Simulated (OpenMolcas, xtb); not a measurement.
## CH4OSi (SMILES CO[SiH]): the vertical electron affinity, rung by rung

The species is CH4OSi (7 atoms), meant as a singlet with charge 0. SMILES: `CO[SiH]`. Geometry: relaxed at PBE0-D4/def2-TZVP. This is one conformer, not always the lowest.

```xyz
7

C    -0.5124    0.4855   -0.3385
O    -0.4432   -0.4465    0.7176
Si    0.7969   -1.3873    1.2299
H    -1.2964    0.1808   -1.0355
H     0.4438    0.5475   -0.8687
H    -0.7693    1.4675    0.0654
H     1.8417   -0.9156    0.1841
```

Quantity: the vertical electron affinity (to the doublet anion), in eV. The values are calculated.

The electron affinity is E(neutral) − E(anion): positive where the electron is bound.

```
             level            kind     program  value (eV)  CPU time (all runs)
          GFN2-xTB  semi-empirical         xtb        2.45            under 2 s
    HF/aug-cc-pVDZ    Hartree–Fock  OpenMolcas       -0.25                 36 s
 SVWN5/aug-cc-pVDZ             LDA  OpenMolcas        0.41              1.8 min
   PBE/aug-cc-pVDZ             GGA  OpenMolcas        0.34              2.7 min
 M06-L/aug-cc-pVDZ        meta-GGA  OpenMolcas        0.09              4.6 min
r2SCAN/aug-cc-pVDZ        meta-GGA  OpenMolcas        0.41              4.2 min
  PBE0/aug-cc-pVDZ   global hybrid  OpenMolcas        0.33              2.5 min
```

Where it was recorded, the anion's HOMO is positive in SVWN5/aug-cc-pVDZ, PBE/aug-cc-pVDZ, M06-L/aug-cc-pVDZ, r2SCAN/aug-cc-pVDZ, PBE0/aug-cc-pVDZ: a fault of the level (basis or self-interaction), which says nothing on whether the real anion is bound. The values span -0.25 to 2.45 eV. The xTB values lack the empirical shift that such differences need. CPU times are rough (shared hosts, several kinds of processor and program).
